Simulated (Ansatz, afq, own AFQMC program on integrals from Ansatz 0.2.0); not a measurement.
Where AFQMC and coupled cluster stand for NH₃, triplet

```xyz
4

H    -1.8548    0.0594    0.0000
H    -0.8748    0.0594    0.0000
N     0.1652    0.0594    0.0000
H     0.4343   -0.9448    0.0000
```

Basis cc-pVTZ. Noble-gas cores (and the filled d shells of Ga–Kr and In–Xe) are frozen. AFQMC by an in-house program on the Cholesky factors that Ansatz 0.2.0 writes for its CCSD(T) run. The CISD trial takes its coefficients from CCSD amplitudes. Released means that phaseless walkers are propagated on without the constraint, phases kept. Uncertainties: one standard error, sampling alone.

Determinant: UHF, the one that the program's search chose, which needn't be the lowest solution. The geometry is a point of a scan.

No full CI on the walks' own integrals is used here; CCSDT(Q) serves as the reference and is uncertain by about the last step of the cluster series.

Cautions: lower spins were not checked.

* T1 diagnostic: 0.0156
* weight of the determinant in the CISD state: 0.929
* ⟨S²⟩ of the determinant: 2.029
* size of the correlated space: 8 electrons in 71 orbitals

Reference: CCSDT(Q), correlation energy -6.012 eV. The released energy is read at 2.40 1/Eh (meV from the phaseless value at times in 1/Eh: -1.4 ± 2.4 at 0.24, -3.9 ± 1.8 at 0.51, -1 ± 3 at 0.99, -5 ± 3 at 1.62, -4 ± 3 at 2.40).

```tsv
level	E − E(reference) (kJ/mol)	share of correlation (%)
HF	580.1	0.00
MP2	73.8	87.28
CCSD	18.9	96.74
CCSD(T)	2.1	99.64
CCSDT	0.6	99.89
ph-AFQMC/CISD	0.2 ± 0.2	99.96
released AFQMC	-0.2 ± 0.3	100.03
```

A walk keeps the symmetry of its determinant, which the program's search chose and which needn't be the lowest solution, so a lower state of the same spin and another symmetry isn't excluded. Released energies are given only where the last usable release times agree within the noise; a slower fall can still hide under it.
